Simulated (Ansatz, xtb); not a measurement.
# Loss of CH4: C4H9F → C3H5F + CH4

Species: C4H9F `CC(C)CF`, singlet; C3H5F `C/C=C/F`, singlet; CH4 (methane) `C`, singlet. 

Shapes, held fixed at every level: PBE0-D4/def2-TZVP. Flexible molecules stand in one conformer, not always the lowest. Programs: Ansatz 0.2.0, xtb 6.7.1. The zero-point and thermal change to 298 K, harmonic and unscaled (PBE0-D4/def2-TZVP), is -14.1 kJ/mol.

(1) Estimate ΔH(298 K) of this reaction.

## Answers

(1) The highest level, CCSD(T)/CBS estimate, gives ΔH(298 K) = +77.9 kJ/mol; the levels span +69.5 to +98.8. The column of differences is taken from that level and isn't an error. No measured value is set beside it here. The CBS estimate extrapolates MP2 from def2-TZVPP and def2-QZVPP and adds CCSD(T) − MP2 in the triple-zeta set, cores frozen. Times are processor times on shared x86 and Arm servers, and rough.

```tsv
level	kind	ΔH(298 K) (kJ/mol)	less CCSD(T)/CBS estimate	CPU time (sum over the molecules)
GFN2-xTB	semi-empirical	+98.8	+20.9	0.069 s
PBE-D4/def2-TZVPP	GGA	+69.5	-8.4	16 s
r2SCAN-D4/def2-TZVPP	meta-GGA	+74.2	-3.7	27 s
wB97M-V/def2-TZVPP	range-separated hybrid	+77.4	-0.5	57 s
MP2/def2-SVP	perturbation theory	+92.1	+14.2	–
CCSD(T)/def2-SVP	coupled cluster or CI	+84.1	+6.2	31 s
CCSD/def2-SVP	coupled cluster or CI	+85.4	+7.5	–
CCSD(T)/CBS estimate	coupled cluster or CI	+77.9	0.0	13 min
```
